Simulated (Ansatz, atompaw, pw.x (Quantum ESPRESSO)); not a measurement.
## From atom to crystal: PAW (atompaw) potential for Ta

```json
{"Element": "tantalum (Ta)", "Generator": "atompaw 4.2.0.5", "Type": "PAW", "Functional": "LDA (PW92)", "Relativity": "scalar-relativistic", "Frozen core": "[Kr] 4d10 4f14", "Valence charge": "13", "Reference configuration": "5s2 5p6 5d3 6s1.5 6p0.5", "Partial waves": "5s (bound): rc 1.30 bohr; 6s (bound): rc 2.80 bohr; 5p (bound): rc 1.40 bohr; 6p (bound): rc 2.80 bohr; 5d (bound): rc 2.80 bohr; 5d channel at 0.25 Ry: rc 2.80 bohr; 5f channel at 0.3 Ry: rc 2.80 bohr", "Local potential": "bessel scheme, radius 2.15 bohr", "Core correction": "smooth core density matched at 1.60 bohr", "Augmentation charge": "besselshape compensation charge, radius 2.10 bohr; PAW radius 2.80 bohr; waves and projectors: custom rrkj vanderbiltortho"}
```

Atomic tests: cutoffs needed: 40 Ry and 80 Ry (the cutoffs (Ry, on a coarse ladder) from which the occupation-weighted sum of valence levels, in a spherical-Bessel basis at the reference potential, stays within 10 and 1 mRy of its value at 400 Ry); ghost test: no extra level below or beside the all-electron valence levels (s, p, d, f tested) (spherical-Bessel basis up to 400 Ry, 20 bohr box); lowest eigenvalue of the overlap operator: 0.36 (s channel).

Crystal test: bcc Ta in pw.x 7.5, no spin, 14³ k-points, Fermi–Dirac smearing 0.01 Ry, cutoffs 100/900 Ry. The reference is all-electron LAPW (Ansatz 0.2.0) with the same functional, mesh and smearing; V0 and B0 come from Birch–Murnaghan fits to the pressures at five volumes. Errors are pseudo minus all-electron; Δ is the rms difference of the E(V) curves that follow from these fits, minima aligned, over ±6 % about the mean V0. Mesh and smearing are coarse, so the numbers serve the comparison and aren't converged zero-temperature values; the lattice is a test structure that the element need not adopt.

```json
{"V (Å³/atom)": "16.272", "P all-electron (GPa)": "13.97", "P pseudo (GPa)": "12.19"}
{"V (Å³/atom)": "16.700", "P all-electron (GPa)": "7.30", "P pseudo (GPa)": "5.62"}
{"V (Å³/atom)": "17.128", "P all-electron (GPa)": "1.38", "P pseudo (GPa)": "-0.21"}
{"V (Å³/atom)": "17.556", "P all-electron (GPa)": "-3.88", "P pseudo (GPa)": "-5.35"}
{"V (Å³/atom)": "17.984", "P all-electron (GPa)": "-8.54", "P pseudo (GPa)": "-9.93"}
```

All-electron: a0 = 3.255 Å (V0 = 17.24 Å³/atom), B0 = 217.7 GPa.

Pseudopotential: mean pressure error (GPa): -1.58; a0 (Å): 3.247; a0 error (%): -0.24; B0 error (%): +0.9; Δ (meV/atom): 5.9. The largest radius (2.80 bohr) exceeds half the bond length (2.66 bohr), so the spheres overlap, which is one possible source of error among others.

Question: At the middle volume, how do free energy and pressure move when the wave cutoff is lowered (ecutrho held at 900 Ry)?

Answer:

```csv
cutoff (Ry),shift of F (meV/atom),shift of P (GPa)
45,+27.5,-0.73
60,+19.6,-0.22
80,+2.4,-0.22
```

Input at the middle volume:

```
&control
  calculation='scf', prefix='x', pseudo_dir='./', outdir='./tmp', tstress=.true., disk_io='none'
/
&system
  ibrav=0, nat=1, ntyp=1, ecutwfc=100, ecutrho=900, nbnd=14,
  occupations='smearing', smearing='fd', degauss=0.01
/
&electrons
  conv_thr=1e-09, mixing_beta=0.4, electron_maxstep=70
/
ATOMIC_SPECIES
Ta 1.0 Ta.UPF
CELL_PARAMETERS angstrom
  -1.62386113 1.62386113 1.62386113
  1.62386113 -1.62386113 1.62386113
  1.62386113 1.62386113 -1.62386113
ATOMIC_POSITIONS crystal
Ta 0.0000 0.0000 0.0000
K_POINTS automatic
14 14 14 0 0 0
```

```bash
pw.x < Ta.scf.in > Ta.scf.out
```

Lines of the output:

```
Message from routine setup:
     using ibrav=0 with symmetry is DISCOURAGED, use correct ibrav instead
     lattice parameter (alat)  =       5.3151  a.u.
     unit-cell volume          =     115.5855 (a.u.)^3
     number of electrons       =        13.00
     number of Kohn-Sham states=           14
     kinetic-energy cutoff     =     100.0000  Ry
     charge density cutoff     =     900.0000  Ry
     scf convergence threshold =      1.0E-09
     Exchange-correlation= SLA PW NOGX NOGC
     number of k points=   104  Fermi-Dirac smearing, width (Ry)=  0.0100
     iteration #  1     ecut=   100.00 Ry     beta= 0.40
     total energy              =    -708.77511241 Ry
     estimated scf accuracy    <       0.02744494 Ry
     iteration #  2     ecut=   100.00 Ry     beta= 0.40
     total energy              =    -708.77389434 Ry
     estimated scf accuracy    <       0.00513195 Ry
     iteration #  3     ecut=   100.00 Ry     beta= 0.40
     total energy              =    -708.77442969 Ry
     estimated scf accuracy    <       0.00044270 Ry
     iteration #  4     ecut=   100.00 Ry     beta= 0.40
     total energy              =    -708.77444609 Ry
     estimated scf accuracy    <       0.00001102 Ry
     iteration #  5     ecut=   100.00 Ry     beta= 0.40
     total energy              =    -708.77444862 Ry
     estimated scf accuracy    <       0.00000122 Ry
     iteration #  6     ecut=   100.00 Ry     beta= 0.40
     total energy              =    -708.77444869 Ry
     estimated scf accuracy    <       0.00000002 Ry
     iteration #  7     ecut=   100.00 Ry     beta= 0.40
     total energy              =    -708.77444869 Ry
     estimated scf accuracy    <          1.1E-09 Ry
     iteration #  8     ecut=   100.00 Ry     beta= 0.40
     the Fermi energy is    18.3563 ev
!    total energy              =    -708.77444869 Ry
     estimated scf accuracy    <          1.0E-10 Ry
     smearing contrib. (-TS)   =      -0.00532776 Ry
     The total energy is F=E-TS. E is the sum of the following terms:
     one-electron contribution =      -9.06472616 Ry
     hartree contribution      =      18.23446881 Ry
     xc contribution           =     -17.83909676 Ry
     ewald contribution        =    -100.21180189 Ry
     one-center paw contrib.   =    -599.88796492 Ry
     convergence has been achieved in   8 iterations
          total   stress  (Ry/bohr**3)                   (kbar)     P=       -2.14
     Message from routine punch:
     Nothing written, as per user request (disk_io='none')
```

The run at the middle volume (104 k-points, 8 iterations) took about 40 s on one core of a shared host (AMD EPYC 7R43 64-Core Processor, 256 threads, 1004 GiB, load 28).
